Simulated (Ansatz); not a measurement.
`B1CO1`, relaxed with RKS PBE0-D4/def2-TZVP in the Gaussian-basis code of Ansatz from a PBE-D4/def2-SVP geometry. The force threshold is 0.005 eV/Å; the program also tests the step.

Total charge 0; spin multiplicity 1.

Start:

```xyz
6

B     0.494    0.561   -0.461
C    -0.457   -0.440    0.189
O     0.710    0.298    0.833
H     0.983    1.251   -1.317
H    -0.297   -1.532    0.148
H    -1.433   -0.138    0.609
```

Problem. How much energy does the relaxation release, and in how many steps? (An estimate is asked.)

Solution. Ansatz gave: 0.03 eV, in 6 steps.

Problem. Which bonds change most? (Estimate.)

Solution. The calculation gave: C2–O3 from 1.523 to 1.500 Å; B1–H4 from 1.204 to 1.183 Å; C2–H5 from 1.105 to 1.086 Å; C2–H6 from 1.105 to 1.086 Å.

Problem. Give the relaxed structure. (An estimate is asked.)

Solution. The calculation gave: 
```xyz
6

B     0.487    0.554   -0.460
C    -0.452   -0.434    0.190
O     0.697    0.293    0.824
H     0.972    1.233   -1.299
H    -0.291   -1.507    0.142
H    -1.412   -0.138    0.603
```
